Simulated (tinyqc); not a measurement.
Extended Hueckel theory, for LiH+, step by step. The parameters take no account of the charge, which enters only through the electron count. One step of it, computed by the program tinyqc.

Problem. Wolfsberg-Helmholz matrix. H_ij = K' S_ij (H_ii + H_jj)/2 for i != j (the diagonal keeps H_ii), with K' = 1.75.

overlap S, lower triangle:
```
           1Li 2s   1Li 2px   1Li 2py   1Li 2pz     2H 1s
1Li 2s   1.000000
1Li 2px  0.000000  1.000000
1Li 2py  0.000000  0.000000  1.000000
1Li 2pz  0.000000  0.000000  0.000000  1.000000
2H 1s    0.379143  0.000000  0.000000  0.490810  1.000000
```

diagonal H_ii (eV): 1Li 2s -5.400000, 1Li 2px -3.500000, 1Li 2py -3.500000, 1Li 2pz -3.500000, 2H 1s -13.600000

K = 1.750000

Give: H.

Solution.

H (eV), lower triangle:
```
          1Li 2s  1Li 2px  1Li 2py  1Li 2pz     2H 1s
1Li 2s   -5.4000
1Li 2px   0.0000  -3.5000
1Li 2py   0.0000   0.0000  -3.5000
1Li 2pz   0.0000   0.0000   0.0000  -3.5000
2H 1s    -6.3032   0.0000   0.0000  -7.3437  -13.6000
```
